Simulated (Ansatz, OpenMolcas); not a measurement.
**H2S2 (SMILES SS): the vertical ionisation energy from total energies**

H2S2: 4 atoms, total charge 0, spin state singlet. As SMILES, `SS`. The coordinates come from a PBE0-D4/def2-TZVP relaxation.

```csv
atom,x (Å),y (Å),z (Å)
S,0.7845,-0.7892,0.1667
S,0.0602,1.1216,0.0674
H,-0.2254,-1.3526,0.8569
H,-0.6193,1.0203,-1.0910
```

Both states at this one shape; open shells run unrestricted unless said. 1 Eh = 27.2114 eV.

```
                                       level     program  singlet H2S2 (Eh)  doublet [H2S2]+ (Eh)
                               M06-2X/STO-3G  OpenMolcas        -788.753439           -788.480144
                          wB97M-V/def2-TZVPP      Ansatz        -797.561966           -797.193943
RPA@PBE0/def2-TZVPP, 10 core orbitals frozen      Ansatz        -796.795575           -796.428545
```

Question: Work out the vertical ionisation energy at each level.

Answer: 
1. M06-2X/STO-3G: -788.480144 − (-788.753439) = 0.273295 Eh = 7.44 eV.
2. wB97M-V/def2-TZVPP: -797.193943 − (-797.561966) = 0.368023 Eh = 10.01 eV.
3. RPA@PBE0/def2-TZVPP: -796.428545 − (-796.795575) = 0.367030 Eh = 9.99 eV.

No measured value is set beside it here; the levels span 7.44 to 10.01 eV. Minimal sets are far from the basis-set limit.
